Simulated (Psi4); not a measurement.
**BF (SMILES [B]F): MP3/def2-TZVPPD**

What is the vertical electron affinity of BF at MP3/def2-TZVPPD? 

Program for the calculation: Psi4 1.11.

## Step 1: The structure to begin with

BF: 2 atoms, total charge 0, spin state singlet. SMILES: `[B]F`. Geometry: relaxed at PBE0-D4/def2-TZVP.

Bond lengths: B1–F2 1.263 Å.

## Step 2: The energy at MP3/def2-TZVPPD

Contents of bf.inp:

```
memory 2200 MB

molecule {
  B      0.00000000     0.00000000    -0.01766894
  F      0.00000000     0.00000000     2.36922523
  units au
  symmetry c1
}

set globals {
  basis           def2-TZVPPD
  puream          true
  e_convergence   1e-09
  d_convergence   1e-08
  scf_type        pk
  num_frozen_docc 2
  mp_type         conv
}

result, w = energy("mp3", return_wfn=True)
```

Launch:

```bash
$ psi4 -i bf.inp -o bf.out -n 1
```

bf.out:

```text
[...]
  Running in c1 symmetry.
[...]
  Nuclear repulsion =   18.852951490513714
[...]
  Multiplicity = 1
[...]
  Nalpha       = 7
  Nbeta        = 7
[...]
    Number of basis functions: 77
[...]
   @RHF iter   1:  -124.14325983976173   -7.41448e-01   3.24398e-03 DIIS/ADIIS
[...]
   @RHF iter   9:  -124.16242512049473   -1.11839e-11   3.87460e-09 DIIS
[...]
    Orbital Energies [Eh]
    ---------------------
    Doubly Occupied:
       1A    -26.377976     2A     -7.710295     3A     -1.699628
       4A     -0.855053     5A     -0.745955     6A     -0.745955
       7A     -0.405065
[...]
  @RHF Final Energy:  -124.16242512049473
   => Energetics <=
    Nuclear Repulsion Energy =             18.8529514905137141
    One-Electron Energy =                -208.9509013867008207
    Two-Electron Energy =                  65.9355247756923859
    Total Energy =                       -124.1624251204947313
[...]
 Multipole Moments:
 ------------------------------------------------------------------------------------
     Multipole            Electronic (a.u.)      Nuclear  (a.u.)        Total (a.u.)
 ------------------------------------------------------------------------------------
 L = 1.  Multiply by 2.5417464519 to convert [e a0] to [Debye]
 Dipole X            :         -0.0000000            0.0000000           -0.0000000
 Dipole Y            :          0.0000000            0.0000000            0.0000000
 Dipole Z            :          0.0181231            0.3254674            0.3435906
 Magnitude           :                                                    0.3435906
[...]
	SCS-MP2 Total Energy (a.u.)        :  -124.47961017121955
	SOS-MP2 Total Energy (a.u.)        :  -124.47750673682609
[...]
	SOS-PI-MP2 Total Energy (a.u.)     :  -124.50174378423618
[...]
	MP2 Total Energy (a.u.)            :  -124.48381704000650
[...]
	SCS-MP3 Total Energy (a.u.)        :  -124.48087448574935
[...]
	MP3 Total Energy (a.u.)            :  -124.48887429812574
[...]
```

Run time: 4.2 s. Hardware: 1 thread of Intel Xeon 6975P-C (Granite Rapids), shared host; peak memory 0.57 GiB.

## Step 3: The doublet anion

Contents of bf.xyz:

```xyz
2
BF
B      0.000000     0.000000    -0.009350
F      0.000000     0.000000     1.253740
```

Contents of run.py:

```python
import numpy as np
from ase.calculators.psi4 import Psi4
from ase.io import read

mol = read('bf.xyz')
calc = Psi4(atoms=mol, method='mp3', basis='def2-TZVPPD', memory='2200MB', num_threads=1, charge=-1, multiplicity=2, label='bf', reference='uhf')
calc.psi4.set_options({'puream': True, 'e_convergence': 1e-09, 'd_convergence': 1e-08, 'scf_type': 'pk', 'num_frozen_docc': 2, 'maxiter': 100, 'mp_type': 'conv'})
mol.calc = calc

print(f'energy: {mol.get_potential_energy():.6f} eV')
```

Launch:

```bash
$ python run.py
```

bf.dat:

```text
[...]
  Running in c1 symmetry.
[...]
  Nuclear repulsion =   18.852951476260600
[...]
  Multiplicity = 2
[...]
  Nalpha       = 8
  Nbeta        = 7
[...]
    Number of basis functions: 77
[...]
   @UHF iter   1:  -124.05198822160655   -6.50177e-01   3.97570e-03 DIIS/ADIIS
[...]
   @UHF iter  14:  -124.10018991622590   -2.10321e-12   4.44630e-09 DIIS
[...]
   @S^2 Observed:                7.671145468E-01
[...]
    Orbital Energies [Eh]
    ---------------------
    Alpha Occupied:
       1A    -26.105298     2A     -7.415041     3A     -1.438996
       4A     -0.596165     5A     -0.514756     6A     -0.485060
       7A     -0.157428     8A      0.037748
    Alpha Virtual:
       9A      0.202210    10A      0.245494    11A      0.276938
      12A      0.315512    13A      0.333423    14A      0.350305
      15A      0.352669    16A      0.354373    17A      0.396783
      18A      0.414030    19A      0.419543    20A      0.494084
      21A      0.521117    22A      0.558225    23A      0.574374
      24A      0.761752    25A      0.821430    26A      0.821738
[...]
  @UHF Final Energy:  -124.10018991622590
   => Energetics <=
    Nuclear Repulsion Energy =             18.8529514762605999
    One-Electron Energy =                -212.6469668857274655
    Two-Electron Energy =                  69.6938254932409507
    Total Energy =                       -124.1001899162259008
  UHF NO Occupations:
  HONO-2 :    6  A 1.9996872
  HONO-1 :    7  A 1.9917709
[...]
 Multipole Moments:
 ------------------------------------------------------------------------------------
     Multipole            Electronic (a.u.)      Nuclear  (a.u.)        Total (a.u.)
 ------------------------------------------------------------------------------------
 L = 1.  Multiply by 2.5417464519 to convert [e a0] to [Debye]
 Dipole X            :         -0.0000000            0.0000000           -0.0000000
 Dipole Y            :         -0.0000000            0.0000000           -0.0000000
 Dipole Z            :          1.8285895            0.3254674            2.1540570
 Magnitude           :                                                    2.1540570
[...]
	SCS-MP2 Total Energy (a.u.)        :  -124.42571296748767
	SOS-MP2 Total Energy (a.u.)        :  -124.42261617896405
[...]
	SOS-PI-MP2 Total Energy (a.u.)     :  -124.44741819917468
[...]
	MP2 Total Energy (a.u.)            :  -124.43190654453493
[...]
	SCS-MP3 Total Energy (a.u.)        :  -124.42753695682485
[...]
	MP3 Total Energy (a.u.)            :  -124.43920250188364
[...]
```

Standard output:

```text
energy: -3386.163176 eV
```

It took 8.1 s on 1 thread of Intel Xeon 6975P-C (Granite Rapids), shared host; peak memory 0.59 GiB.

## Step 4: Results

Level: MP3/def2-TZVPPD, 2 core orbitals frozen.

| quantity | value |
| --- | --- |
| singlet BF: total energy | -124.48887 Eh |
| singlet BF: HOMO energy (Hartree–Fock orbitals) | -11.02 eV |
| singlet BF: LUMO energy (Hartree–Fock orbitals) | 1.57 eV |
| singlet BF: HOMO–LUMO gap (Hartree–Fock orbitals) | 12.60 eV |
| singlet BF: correlation energy (2 core orbitals frozen) | -326.4 mEh |
| doublet anion: total energy | -124.43920 Eh |
| doublet anion: HOMO energy (Hartree–Fock orbitals) (highest over α and β) | 1.03 eV |
| doublet anion: LUMO energy (Hartree–Fock orbitals) (lowest over α and β) | 5.50 eV |
| doublet anion: correlation energy (2 core orbitals frozen) | -339.0 mEh |
| doublet anion: ⟨S²⟩ of the reference determinant | 0.767 |
| vertical electron affinity (to the doublet anion) | -1.352 eV |

What this shows: The anion lies 1.35 eV (130 kJ/mol) above the neutral: the electron isn't bound at this level, and such a value depends on the basis. The HOMO (doublet anion) lies at positive energy, 1.03 eV: the electron is unbound at this level or held by a compact basis; values depend on the basis.
